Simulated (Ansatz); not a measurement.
# C₃H₂FN: small, medium and large basis sets

The task here is to estimate one member of a computed series from the others.

Computed with Ansatz 0.2.0, Gaussian basis. Level: one geometry, several basis sets.

The runs, in order: PBE0-D4/def2-SVP; ωB97M-V/def2-SVP; PBE0-D4/def2-QZVPP; ωB97M-V/def2-QZVPP; the functionals' def2-TZVPP values are taken from earlier runs.

### The geometry

An earlier PBE0-D4 in a triple-zeta def2 set relaxation fixed the geometry.

SMILES `N#C/C=C/F`, 7 atoms, charge 0, spin multiplicity 1.

Atoms are counted from 1 here; the program's logs count them from 0.

Bond lengths: N1–C2 1.152 Å, C2–C3 1.416 Å, C3–C4 1.328 Å, C3–H6 1.084 Å, C4–F5 1.320 Å, C4–H7 1.084 Å. Angles: N1–C2–C3 179.0°, C2–C3–C4 120.7°, C2–C3–H6 118.6°, C4–C3–H6 120.8°, C3–C4–F5 121.2°, C3–C4–H7 125.3°, F5–C4–H7 113.5°.

Set-up of the first run:

Input file in.yaml:

```yaml
crystal:
  periodic: [false, false, false]
  atoms:
    - {symbol: N, position_ang: [0.665395, -2.097739, 1.283870]}
    - {symbol: C, position_ang: [0.379941, -1.053534, 0.889784]}
    - {symbol: C, position_ang: [0.031150, 0.238778, 0.427198]}
    - {symbol: C, position_ang: [-0.232854, 0.449876, -0.856779]}
    - {symbol: F, position_ang: [-0.558949, 1.650018, -1.300070]}
    - {symbol: H, position_ang: [-0.015336, 1.050514, 1.143858]}
    - {symbol: H, position_ang: [-0.208146, -0.305912, -1.633561]}
basis:
  gaussian: {orbitals: def2-SVP}
hamiltonian: {xc: pbe0, dispersion: d4}
output: {orbitals: {seedname: orbitals}}
```

Launch:

```
$ ansatz run in.yaml --threads 2 --pin off --events-out ev --progress --plain --max-ram 4352MiB
```

Steps of the session up to this table: PBE0-D4 in def2-SVP; ωB97M-V in def2-SVP; PBE0-D4 in def2-QZVPP; ωB97M-V in def2-QZVPP.

One table of the session follows, with a row left open; its other results are not shown here.

It belongs to the step «Functionals by basis». 

| functional | basis | HOMO (eV) |
| --- | --- | --- |
| PBE0-D4 | def2-SVP | -8.23 |
| PBE0-D4 | def2-TZVPP | -8.33 |
| PBE0-D4 | def2-QZVPP | -8.36 |
| ωB97M-V | def2-SVP | ? |
| ωB97M-V | def2-TZVPP | -10.49 |
| ωB97M-V | def2-QZVPP | -10.51 |

Q: Estimate the row for ωB97M-V, def2-SVP from the others.

**Answer.** HOMO (eV): -10.36. In the column «HOMO (eV)» it lies between ωB97M-V, def2-TZVPP (-10.49) and PBE0-D4, def2-QZVPP (-8.36).
